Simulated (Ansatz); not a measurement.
Seven cases of bond dissociation energy with Al to Br (electronic energies, kcal/mol); geometries: B3LYP-D3(BJ)/def2-TZVP. The cases were drawn at random from those of this class that have a high level and all functionals, leaving out states under which another spin lies or may lie. Left out are anions, K, Ca, elements past Kr, ionisation of Li, Na and Mg, pi-pi* triplets of linear molecules and other triplets made from a closed-shell parent. Runs that doubt their state, and full CI more than 15 mEh from coupled cluster, are set aside; a case stays where another high level and all functionals remain. AFQMC serves as high level only in triple zeta or larger, with a steady walk, a bar under 0.8 kcal/mol and agreement with other high levels or trials where they ran; where none ran, an unstable determinant or (outside 3d species) a high T1 diagnostic also bars it, so strongly correlated cases are thinned. No case was kept or dropped by the size of a functional's miss. High levels with a bar over 0.5 kcal/mol are left out too, and the seventh case lies inside the range of the six. Affinities count positive where energy is released, gaps as the second state minus the first. r2SCAN is by Ansatz (a quantum-chemistry and plane-wave program) in def2-TZVPD. High levels (Ansatz): P = CCSD(T)/CBS(cc-pV(Q+d)Z,cc-pV(5+d)Z) + [CCSDT(Q) - CCSD(T)]/cc-pV(D+d)Z + core + X2C; Q = CCSD(T)/CBS(cc-pV(Q+d)Z,cc-pV(5+d)Z) + [CCSDT(Q) - CCSD(T)]/cc-pV(T+d)Z + [CCSDTQ - CCSDT(Q)]/cc-pV(D+d)Z + core + X2C; R = CCSD(T)/CBS(cc-pV(T+d)Z,cc-pV(Q+d)Z) + [CCSDT(Q) - CCSD(T)]/cc-pV(D+d)Z + core + X2C; S = CCSD(T)/CBS(cc-pVQZ,cc-pV5Z) + [CCSDT(Q) - CCSD(T)]/cc-pV5Z + [CCSDTQ - CCSDT(Q)]/cc-pVTZ; T = CCSD(T)/CBS(cc-pVQZ,cc-pV5Z) + [CCSDT(Q) - CCSD(T)]/cc-pVQZ + [CCSDTQ - CCSDT(Q)]/cc-pVDZ; U = CCSD(T)/CBS(cc-pVQZ,cc-pV5Z) + [CCSDT(Q) - CCSD(T)]/cc-pVTZ. Radicals and triplets start from unrestricted determinants; spin-orbit coupling is neglected. Cores are frozen in correlated methods (noble-gas shells, and filled d and f shells in the p block). Rows without X2C or -DK are non-relativistic. CBS(X,Y): correlation extrapolated as X^-3, Hartree-Fock from the larger set (Q,5: extrapolated as (X+1)exp(-9√X)). A bracket is a step between two methods taken in the basis named. The functionals are non-relativistic, so their misses hold any scalar relativity. 'core' is core correlation in cc-pwCVTZ (1s frozen past Ne), 'X2C' scalar relativity in cc-pVTZ-DK, both at CCSD(T). For partners of very few electrons the exact lower level stands in for a higher one. The UHF reference of CNO ([N]=C=O, doublet) is spin-contaminated (<S^2> up to 0.10 over the pure value in the sets run).

```json
[
 {"case": "GeH4 (SMILES [GeH4]) → GeH3 (SMILES [GeH3], doublet) + H (doublet)", "r2SCAN": "86.8", "level": "T", "high level": "89.1"},
 {"case": "CH6Ge (SMILES [GeH3][CH3]) → GeH3 (SMILES [GeH3], doublet) + CH3 (SMILES [CH3], doublet)", "r2SCAN": "77.2", "level": "U", "high level": "82.8"},
 {"case": "H2Se (SMILES [SeH2]) → HSe (SMILES [SeH], doublet) + H (doublet)", "r2SCAN": "84.1", "level": "S", "high level": "85.3"},
 {"case": "CH2FNOSi (fluoro(isocyanato)silane, SMILES O=C=N[SiH2]F) → SiH2F (SMILES [SiH2]F, doublet) + NCO (SMILES C(=O)=[N], doublet)", "r2SCAN": "120.6", "level": "R", "high level": "127.3"},
 {"case": "BH3S (SMILES BS) → BH2S (SMILES B[S], doublet) + H (doublet)", "r2SCAN": "84.8", "level": "Q", "high level": "89.4"},
 {"case": "C2H6S (SMILES CSC) → CH3 (SMILES [CH3], doublet) + CH3S (SMILES C[S], doublet)", "r2SCAN": "72.3", "level": "R", "high level": "78.9"},
 {"case": "Si2H6 (SMILES [SiH3][SiH3]) → 2 SiH3 (SMILES [SiH3], doublet)", "r2SCAN": "73.3", "level": "P", "high level": "withheld"}
]
```

### Question
Fit a straight line from r2SCAN to the high level over the first six rows by least squares, predict the seventh, and compare with the calculation.

### Answer
Means: r2SCAN 87.63, high level 92.13. Sxx = 1451.97, Sxy = 1494.03, slope 1.0290, intercept +1.96 kcal/mol; residual standard deviation 2.5 kcal/mol. Seventh row: 1.0290·(73.3) +1.96 = 77.4 kcal/mol. The calculation gave 79.9 kcal/mol: the line differs from it by -2.5, r2SCAN itself by -6.6.
